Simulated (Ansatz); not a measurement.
**A computed series for Sn: pressure series**

The parent structure is Sn in the diamond structure (space group Fd-3m, No. 227; a = 6.540 Å).

Cell and atoms are relaxed at each pressure.

All numbers come from PBEsol in Ansatz (plane waves to 420 eV, PAW, without spin-orbit coupling).

```json
[
 {"pressure (GPa)": "-2", "volume per atom (Å³/atom)": "36.971"},
 {"pressure (GPa)": "-1", "volume per atom (Å³/atom)": "?"},
 {"pressure (GPa)": "0", "volume per atom (Å³/atom)": "34.969"},
 {"pressure (GPa)": "0.9", "volume per atom (Å³/atom)": "34.257"},
 {"pressure (GPa)": "4.5", "volume per atom (Å³/atom)": "32.037"},
 {"pressure (GPa)": "9", "volume per atom (Å³/atom)": "30.081"},
 {"pressure (GPa)": "15", "volume per atom (Å³/atom)": "28.217"},
 {"pressure (GPa)": "22.5", "volume per atom (Å³/atom)": "26.508"},
 {"pressure (GPa)": "30", "volume per atom (Å³/atom)": "25.203"}
]
```

Problem. Fit the third-order Birch–Murnaghan form P(V) = (3B₀/2)[(V₀/V)^(7/3) − (V₀/V)^(5/3)]·[1 + (3/4)(B₀′ − 4)((V₀/V)^(2/3) − 1)] (squares taken in P) to the rows shown and predict the withheld row.

Solution. Least squares on the printed values gives V₀ = 34.978 Å³/atom, B₀ = 41.7 GPa, B₀′ = 4.8; this predicts 35.880 Å³/atom, and the run gives 35.902 Å³/atom, 0.022 higher.

Measured bulk modulus of Sn: 42.8 GPa (static lattice; corrected from measurement; as listed in Daniel Mejia-Rodriguez, S. B. Trickey, Phys. Rev. B (2018)); the computed value is 3 % below it.

Load acts through the strain it causes; cell and atoms are relaxed under it. Whether these cells are dynamically stable was not tested. Tetrahedral semiconductors of this kind turn to denser phases somewhere between about 1 and 50 GPa; those were not computed, so compressed cells here can lie past the real transition.

Ansatz is a quantum-chemistry and plane-wave program.
